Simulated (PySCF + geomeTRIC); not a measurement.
Species: C$_{3}$H$_{4}$, SMILES `C1=CC1` (charge 0, multiplicity 1).

### Question
Give a relaxed geometry from r2SCAN-D4/def2-TZVP run with PySCF + geomeTRIC.

### Answer
the end point of this relaxation (outside a Z-matrix the atoms follow the SMILES, hydrogens last).
Cartesian coordinates (Å) in one orientation:
```xyz
7

C     -0.638    -0.579    -0.157
C     -0.539     0.629     0.283
C      0.760    -0.033    -0.081
H     -1.247    -1.428    -0.418
H     -1.005     1.524     0.659
H      1.430    -0.375     0.709
H      1.274     0.260    -0.998
```
